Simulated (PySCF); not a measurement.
HN, SMILES [NH], multiplicity 3. Geometry: PBE0-D3(BJ)/def2-TZVPD.

Problem. Give the equilibrium geometry at PBE0-D3(BJ)/def2-TZVPD (PySCF confirms it by a frequency run) as a Z-matrix, and its point group. (Estimate from the structure and the level; the computed values follow.)

Solution. point group C∞v.
```
N
H 1 1.0391
```
Charge 0, spin multiplicity 3.
